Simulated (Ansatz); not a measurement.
Corundum (α-Al2O3) was calculated with HSE06 (plane waves, PAW; Ansatz, a quantum-chemistry and plane-wave program).

Run with plane-wave cutoff 520 eV, 6×6×6 k mesh, scalar-relativistic PAW data made under PBE.

Cell (relaxed at this level):

```
CELL_PARAMETERS angstrom
      2.37630     1.37196     4.32611
     -2.37630     1.37196     4.32611
      0.00000    -2.74392     4.32611
ATOMIC_POSITIONS crystal
  Al 0.85184 0.85184 0.85184
  Al 0.35184 0.35184 0.35184
  Al 0.14816 0.14816 0.14816
  Al 0.64816 0.64816 0.64816
  O  0.44380 0.05620 0.75000
  O  0.05620 0.75000 0.44380
  O  0.55620 0.94380 0.25000
  O  0.25000 0.55620 0.94380
  O  0.94380 0.25000 0.55620
  O  0.75000 0.44380 0.05620
```

Task: Estimate the elastic constant C66, Poisson ratio, elastic constant C13, elastic constant C44, polycrystal shear modulus (Hill average), elastic constant C11, elastic constant C12 and elastic constant C33 that the calculation returns.

Result: 
- elastic constant C66: 167 GPa
- Poisson ratio: 0.238
- elastic constant C13: 122 GPa
- elastic constant C44: 149 GPa
- polycrystal shear modulus (Hill average): 164 GPa
- elastic constant C11: 501 GPa
- elastic constant C12: 166 GPa
- elastic constant C33: 504 GPa

Measured, for comparison: elastic constant C13 116 GPa (temperature not stated, no zero-point or thermal correction, our sources range from 112 to 116; as tabulated in Oses et al. (2018), arXiv:1811.08464); elastic constant C44 147 GPa, elastic constant C12 163 GPa, elastic constant C33 501 GPa (temperature not stated, no zero-point or thermal correction; as tabulated in Oses et al. (2018), arXiv:1811.08464); elastic constant C11 497 GPa (temperature not stated, no zero-point or thermal correction; as tabulated in Liu et al. (2023), arXiv:2002.00005). Computed (rounded) less measured: elastic constant C13 +5 % (+5 % to +9 % over the range), elastic constant C44 +1 %, elastic constant C11 +0.8 %, elastic constant C12 +2 %, elastic constant C33 +0.6 %. A static lattice is as a rule a little smaller and stiffer than an uncorrected measurement, which narrows the difference in the elastic constant C13, elastic constant C44, elastic constant C12 and would widen misses of the other sign.

Elastic constants are with the ions relaxed.

It cost around 5 core-hours (rough) of CPU time.
